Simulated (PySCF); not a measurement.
# TDDFT excited states: C2H4F2

Compound: C2H4F2.
SMILES: `CC(F)F`

Method: TDDFT CAM-B3LYP/aug-cc-pVTZ, vertical, gas phase, core orbitals frozen in the response in PySCF. Geometry: PBE0-D3(BJ)/def2-TZVP; no solvent, vibrations or thermal averaging.

| state | E (eV) | E (kJ/mol) | λ (nm) | f | \|μ\| (D) | symmetry | main configurations (H = HOMO, L = LUMO) |
| --- | --- | --- | --- | --- | --- | --- | --- |
| S1 | 8.84 | 853 | 140.3 | 0.015 | 0.67 | A′ | H→L (78%), H→L+1 (9%) |
| S2 | 9.50 | 916 | 130.6 | 0.084 | 1.52 | A′ | H→L+1 (78%), H→L (11%) |
| S3 | 9.72 | 938 | 127.6 | 0.0046 | 0.35 | A″ | H→L+2 (68%), H→L+5 (20%) |
| S4 | 9.85 | 950 | 125.9 | 0.021 | 0.76 | A′ | H→L+3 (68%), H→L+4 (20%) |
| S5 | 10.19 | 983 | 121.6 | 0.029 | 0.86 | A″ | H-1→L (82%) |
| S6 | 10.30 | 994 | 120.4 | 0.065 | 1.29 | A′ | H-2→L (84%) |
| S7 | 10.32 | 996 | 120.1 | 0.0032 | 0.29 | A″ | H→L+5 (56%), H→L+2 (20%), H→L+14 (15%) |
| S8 | 10.51 | 1014 | 118.0 | 0.0014 | 0.19 | – | H→L+4 (50%), H→L+3 (21%), H→L+6 (14%) |
| S9 | 10.74 | 1036 | 115.4 | 0.066 | 1.27 | A″ | H-1→L+1 (35%), H-3→L (34%) |
| S10 | 10.79 | 1041 | 114.9 | 0.016 | 0.63 | A′ | H→L+6 (75%), H→L+4 (13%) |

Triplets, Tamm–Dancoff:

```csv
state,E (eV),λ (nm),"main configurations (H = HOMO, L = LUMO)"
T1,8.61,143.9,"H→L (70%), H→L+1 (12%), H→L+8 (10%)"
T2,9.33,132.8,"H→L+1 (66%), H→L (16%)"
T3,9.59,129.3,"H→L+2 (44%), H→L+5 (35%), H→L+14 (12%)"
T4,9.73,127.4,"H→L+3 (53%), H→L+4 (31%)"
```

The lowest singlet lies at 8.84 eV (140 nm, vacuum ultraviolet) and is weak; its leading configuration is HOMO→LUMO (78%). The most intense listed level is S2 at 9.50 eV (131 nm, f = 0.084), 0.66 eV above S1. Löwdin shares by element: HOMO fluorine 44%, carbon 41% (atoms not listed hold the other 16%); LUMO hydrogen 91%. Of the 10 states listed, 7 reach f = 0.01 and none stays under 0.0005. Weighted by f, the mean energy of these states is 10.08 eV. The oscillator strengths of these states sum to 0.305; summed over the whole spectrum of an exact calculation they would give the number of electrons, 34 (Thomas–Reiche–Kuhn). Symmetry labels in Cs follow from the direction of the transition dipole and are given only for states with f of 0.002 or more. Singlets were solved by full linear response, triplets in the Tamm–Dancoff approximation.

Hardware: one thread, Arm Neoverse V1 (aarch64), no GPU, on a shared host. Cost: 27 s of wall time, 1.0 GiB resident at most.
